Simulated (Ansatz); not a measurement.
Molecule: methanethiol, CH4S, charge 0, multiplicity 1. 
Geometry from a B3LYP-D3(BJ)/def2-TZVP (Ansatz, a quantum-chemistry and plane-wave program) optimisation:
SMILES: CS
```xyz
6

C     -0.0402     1.1565     0.0077
S     -0.0524    -0.6664    -0.0048
H      1.2792    -0.8404     0.0008
H     -1.0838     1.4664     0.0045
H      0.4371     1.5427     0.9058
H      0.4463     1.5550    -0.8800
```
Charge 0, spin multiplicity 1.

Basis-set convergence of Hartree-Fock and CCSD(T) correlation energies (hartree) with Ansatz. Valence correlation only, unless marked. Spin-orbit coupling is left out. Non-relativistic.

```csv
basis,functions,E(HF),"E(corr, CCSD(T))"
def2-SVP,52,-437.56667,-0.32651
def2-TZVPP,129,?,?
```

### Question
Complete the blanks.

### Answer

- def2-TZVPP, E(HF): -437.75224
- def2-TZVPP, E(corr, CCSD(T)): -0.41301
